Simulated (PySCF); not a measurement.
# PH2, doublet: reading a ladder of total energies

Geometry: MP2(full)/6-31G*, from the G2/97 set.

```json
{"atom": "P", "x (Å)": "0.0000", "y (Å)": "0.0000", "z (Å)": "0.0599"}
{"atom": "H", "x (Å)": "0.0000", "y (Å)": "1.0256", "z (Å)": "-0.9209"}
{"atom": "H", "x (Å)": "0.0000", "y (Å)": "-1.0256", "z (Å)": "-0.9209"}
```

Basis 6-31G* (Cartesian d functions); PySCF 2.14.0. Only valence electrons are correlated (noble-gas cores frozen), which leaves 7 electrons in 18 orbitals. R marks a restricted (for open shells ROHF) determinant, U an unrestricted one.

Full CI is exact within this basis and frozen core; it isn't the basis-set limit. The frozen core follows each run's orbitals, which can shift R against U totals by a few meV.

Restricted and unrestricted runs freeze slightly different cores, so steps under 0.1 kcal/mol mean nothing.

| level | total energy (hartree) |
| --- | --- |
| UHF | -341.849455 |
| UMP2 | -341.935312 |
| UCCSD | -341.959235 |
| UCCSD(T) | -341.961459 |
| UCCSDT | -341.961994 |
| full CI | -341.962048 |

Question: What is the correlation energy at full CI, and what share of it do UMP2 and UCCSD(T) recover?

Answer: E(corr) = -341.962048 − (-341.849455) = -0.112593 hartree = -3.064 eV. UMP2: -0.085857 / -0.112593 = 76.25 %. UCCSD(T): -0.112004 / -0.112593 = 99.48 %.

Question: By how many kcal/mol does UCCSD(T) miss full CI (1 hartree = 627.509 kcal/mol), and which steps make up the rest?

Answer: -341.961459 − (-341.962048) = 0.000589 hartree = 0.37 kcal/mol. Steps: UCCSDT − UCCSD(T) = -0.34, full CI − UCCSDT = -0.03 kcal/mol. That is within 1 kcal/mol of the reference in this basis, which itself misses far more of the correlation at the basis-set limit.
